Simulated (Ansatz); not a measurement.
A first, cheap relaxation of C5H8O, SMILES `C=CCOC=C`.

```yaml
crystal:
  periodic: [false, false, false]
  atoms:
    - {symbol: C, position_ang: [-2.131700, -1.748600, 0.093200]}
    - {symbol: C, position_ang: [-0.856300, -1.547100, 0.165100]}
    - {symbol: C, position_ang: [-0.189100, -0.224100, 0.305400]}
    - {symbol: O, position_ang: [0.853100, -0.096300, -0.756300]}
    - {symbol: C, position_ang: [1.550900, 1.013100, -0.810800]}
    - {symbol: C, position_ang: [1.565700, 2.079300, 0.042700]}
    - {symbol: H, position_ang: [-2.586000, -2.690600, -0.030000]}
    - {symbol: H, position_ang: [-2.822400, -0.841800, 0.109000]}
    - {symbol: H, position_ang: [-0.205900, -2.403300, 0.161900]}
    - {symbol: H, position_ang: [0.373100, -0.216800, 1.304000]}
    - {symbol: H, position_ang: [-0.885000, 0.602300, 0.306400]}
    - {symbol: H, position_ang: [2.222800, 0.978800, -1.640600]}
    - {symbol: H, position_ang: [0.875200, 2.165400, 0.897200]}
    - {symbol: H, position_ang: [2.222600, 2.900300, -0.118300]}
basis:
  gaussian: {orbitals: def2-SVP}
hamiltonian: {xc: pbe, dispersion: d4}
relax: {f_tol: 0.03, max_steps: 200}
```

```sh
$ ansatz run in.yaml --threads 4 --pin off --events-out ev --progress --plain --max-ram 10444MiB
```

Shortened log:

```
Functional definition: PBE
mean field -7345.66943214 eV, -269.9483725575 hartree, gradient 4.0e-5 eV, S^2 0.000000; 0 other end points of the search recorded, 0 dependent functions left out
relax step   1: F+E_penalty+E_count = -7345.92581601 eV  Δ(F+E_penalty+E_count) = +0.000e0 eV  max|allowed force component| = 3.154e0 eV/Å  Δτ_max = 0.0000 Å  (31 SCF iters, accepted)
mean field -7345.98790537 eV, -269.9600762328 hartree, gradient 1.0e-5 eV, S^2 0.000000; 0 other end points of the search recorded, 0 dependent functions left out
relax step   2: F+E_penalty+E_count = -7346.24468241 eV  Δ(F+E_penalty+E_count) = -3.189e-1 eV  max|allowed force component| = 1.022e0 eV/Å  Δτ_max = 0.1089 Å  (31 SCF iters, accepted)
mean field -7346.00895981 eV, -269.9608499695 hartree, gradient 9.5e-6 eV, S^2 0.000000; 0 other end points of the search recorded, 0 dependent functions left out
relax step   3: F+E_penalty+E_count = -7346.26565906 eV  Δ(F+E_penalty+E_count) = -2.098e-2 eV  max|allowed force component| = 6.033e-1 eV/Å  Δτ_max = 0.1364 Å  (31 SCF iters, accepted)
mean field -7345.99501067 eV, -269.9603373478 hartree, gradient 1.1e-5 eV, S^2 0.000000; 0 other end points of the search recorded, 0 dependent functions left out
relax step   4: F+E_penalty+E_count = -7346.25384979 eV  Δ(F+E_penalty+E_count) = +1.181e-2 eV  max|allowed force component| = 3.863e-1 eV/Å  Δτ_max = 0.1606 Å  (32 SCF iters, rejected (line search))
mean field -7346.04233541 eV, -269.9620764998 hartree, gradient 9.7e-6 eV, S^2 0.000000; 0 other end points of the search recorded, 0 dependent functions left out
relax step   5: F+E_penalty+E_count = -7346.29934158 eV  Δ(F+E_penalty+E_count) = -3.368e-2 eV  max|allowed force component| = 1.540e-1 eV/Å  Δτ_max = 0.0771 Å  (33 SCF iters, accepted)
mean field -7346.04227733 eV, -269.9620743655 hartree, gradient 9.3e-6 eV, S^2 0.000000; 0 other end points of the search recorded, 0 dependent functions left out
relax step   6: F+E_penalty+E_count = -7346.29869493 eV  Δ(F+E_penalty+E_count) = +6.467e-4 eV  max|allowed force component| = 3.883e-1 eV/Å  Δτ_max = 0.0543 Å  (31 SCF iters, rejected (line search))
mean field -7346.04522521 eV, -269.9621826983 hartree, gradient 1.0e-5 eV, S^2 0.000000; 0 other end points of the search recorded, 0 dependent functions left out
relax step   7: F+E_penalty+E_count = -7346.30212317 eV  Δ(F+E_penalty+E_count) = -2.782e-3 eV  max|allowed force component| = 6.110e-2 eV/Å  Δτ_max = 0.0261 Å  (32 SCF iters, accepted)
mean field -7346.04491436 eV, -269.9621712745 hartree, gradient 9.9e-6 eV, S^2 0.000000; 0 other end points of the search recorded, 0 dependent functions left out
relax step   8: F+E_penalty+E_count = -7346.30209071 eV  Δ(F+E_penalty+E_count) = +3.246e-5 eV  max|allowed force component| = 1.014e-1 eV/Å  Δτ_max = 0.0410 Å  (31 SCF iters, rejected (line search))
mean field -7346.04603776 eV, -269.9622125587 hartree, gradient 1.0e-5 eV, S^2 0.000000; 0 other end points of the search recorded, 0 dependent functions left out
relax step   9: F+E_penalty+E_count = -7346.30289795 eV  Δ(F+E_penalty+E_count) = -7.748e-4 eV  max|allowed force component| = 1.439e-2 eV/Å  Δτ_max = 0.0196 Å  (33 SCF iters, accepted)
mean field -7346.04603776 eV, -269.9622125587 hartree, gradient 2.0e-5 eV, S^2 0.000000; 1 other end points of the search recorded, 0 dependent functions left out
Total energy: -7346.30293365 eV, -269.9716533088 hartree
Atom 0 at    -2.168105    -1.711150     0.117509 Å, force    -0.008549     0.008373     0.002304 eV/Å
Atom 1 at    -0.835102    -1.552417     0.136588 Å, force     0.006216     0.014389     0.003627 eV/Å
Atom 2 at    -0.142382    -0.231472     0.278270 Å, force     0.003503    -0.006599    -0.008819 eV/Å
Atom 3 at     0.835685    -0.116790    -0.755936 Å, force    -0.007875     0.003657     0.001351 eV/Å
Atom 4 at     1.582504     1.012856    -0.775104 Å, force     0.003803    -0.002614     0.005306 eV/Å
Atom 5 at     1.525538     2.071997     0.059729 Å, force    -0.007160    -0.005658     0.007075 eV/Å
Atom 6 at    -2.629322    -2.708474     0.047469 Å, force     0.003917     0.002537     0.003459 eV/Å
Atom 7 at    -2.851152    -0.846499     0.176795 Å, force     0.005549    -0.009614     0.000340 eV/Å
Atom 8 at    -0.167642    -2.429514     0.065396 Å, force     0.000786    -0.004876    -0.000339 eV/Å
Atom 9 at     0.368706    -0.161444     1.271026 Å, force    -0.008482     0.000550    -0.009106 eV/Å
Atom 10 at    -0.868768     0.612905     0.222973 Å, force     0.002875    -0.003087     0.000238 eV/Å
Atom 11 at     2.298259     0.972131    -1.613166 Å, force     0.002171     0.001038    -0.002958 eV/Å
Atom 12 at     0.824503     2.147212     0.902438 Å, force     0.000479     0.000637    -0.002461 eV/Å
Atom 13 at     2.214277     2.911260    -0.105088 Å, force     0.002767     0.001266    -0.000017 eV/Å
Dipole moment:    -0.121621    -0.033882     0.135486 e Å
```

It took 8.5 s on 4 threads of an INTEL XEON PLATINUM 8581C on a shared host, with 0.18 GiB of host memory at the peak.
